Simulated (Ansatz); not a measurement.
`[AlH2][SiH2]Cl` and `[AlH2][SiH2]S` differ in one atom or group.

Ansatz, PBE0-D4/def2-TZVP geometries, multiplicity 1. Each molecule was computed in one conformer, which needn't be the lowest.

| property | `[AlH2][SiH2]Cl` |
| --- | --- |
| ideal-gas entropy at 298 K and 1 bar (rigid rotor, harmonic PBE0-D4/def2-TZVP) / J/(mol·K) | 333 |
| HOMO–LUMO gap (PBE/def2-TZVPP) / eV | 3.36 |
| size of the dipole moment (PBE/def2-TZVPP) / D | 1.55 |
| HOMO–LUMO gap (B3LYP/def2-TZVPP) / eV | 4.86 |
| HOMO energy (ωB97M-V/def2-TZVPP) / eV | -9.55 |
| HOMO–LUMO gap (PBE0/def2-TZVPP) / eV | 5.23 |

(1) What does the change do to each property? (An estimate is asked.)

## Answers

(1) The calculation gave: 
| property | `[AlH2][SiH2]S` | shift |
| --- | --- | --- |
| ideal-gas entropy at 298 K and 1 bar (rigid rotor, harmonic PBE0-D4/def2-TZVP) / J/(mol·K) | 341 | 8 |
| HOMO–LUMO gap (PBE/def2-TZVPP) / eV | 3.20 | -0.16 |
| size of the dipole moment (PBE/def2-TZVPP) / D | 0.83 | -0.72 |
| HOMO–LUMO gap (B3LYP/def2-TZVPP) / eV | 4.74 | -0.12 |
| HOMO energy (ωB97M-V/def2-TZVPP) / eV | -9.55 | 0.00 |
| HOMO–LUMO gap (PBE0/def2-TZVPP) / eV | 5.18 | -0.05 |

With PBE0 the HOMO rises by 0.20 eV and the LUMO rises by 0.14 eV, so the gap narrows by about 0.06 eV. PBE moves the HOMO by 0.31 eV and ωB97M-V by 0.00 eV. The zero-point energy changes by 20.8 kJ/mol with +3 modes. Dipoles are sizes alone; their direction can turn. Modes under 60 cm⁻¹, often nearly free rotors, make the harmonic entropy too high.

B3LYP here is the variant with VWN-RPA as its local correlation; programs differ in this.
